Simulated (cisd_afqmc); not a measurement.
Input (AFQMC/CISD/aug-cc-pVTZ; cisd_afqmc is a phaseless AFQMC code with CISD trial states that reads the integrals written by Ansatz):

Ansatz 0.2 input:
```python
import cisd_afqmc

open("ham.yaml", "w").write("""\
crystal:
  periodic: [false, false, false]
  atoms:
    - {symbol: N, position_ang: [-0.00000000, -0.00000000, -0.12959142]}
    - {symbol: H, position_ang: [0.00000000, 0.00000000, 0.90713994]}
basis:
  gaussian:
    orbitals: aug-cc-pVTZ
magnetization: {spin_polarized: true, initial_magnetization: 2}
correlation: {method: ccsd, electrons: outside_noble_gas, hamiltonian_folder: ham}
""")
rep = cisd_afqmc.ansatz("ham.yaml")
e_ccsd = rep["correlation"]["coupled_cluster"]["energy"]["hartree"]
out = cisd_afqmc.run("ham", e_ccsd, trial="CISD", walkers=100, populations=8, threads=8, dt=0.005, steps=40, early=24, settle=10, least=32,
    cut=5e-5, rank_cut=2e-4, target=0.0004, seconds=1500, seed=1, memory=17280, gpu=False)
```

Output:

```
orbitals 68, occupied [4, 2], factors 313 of 401, rank of the doubles 172 of 388
E(HF) = -54.982544
E(CCSD) on the cut factors = -55.140907, shift to the whole factors -0.000005
Energy of the trial state on the determinant = -55.140833
  tau behind 7.2 of longer steps, mean of the populations' last blocks
   2.0  -55.14575
   4.0  -55.14521
   6.0  -55.14602
   8.0  -55.14571
blocks 262 (0 outliers left out), error by blocks joined: 1: 0.00009, 2: 0.00010, 4: 0.00012, 8: 0.00014, 16: 0.00014
E(AFQMC/CISD) = -55.14570 +/- 0.00014
```
